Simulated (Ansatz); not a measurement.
hcp Ru, treated with LDA (Ansatz, a program for electronic structure, PAW).

Settings: plane-wave cutoff 520 eV, 16×16×10 k mesh (along the axes of the cell as run), Fermi–Dirac smearing 0.1 eV, perturbation theory, force constants from a 4×4×2 q mesh, no spin polarisation, scalar-relativistic PAW data made under PBE.

Predict the zero-point energy.


* **zero-point energy**: 0.038 eV/atom

Cost on a shared machine: roughly 6 core-minutes.
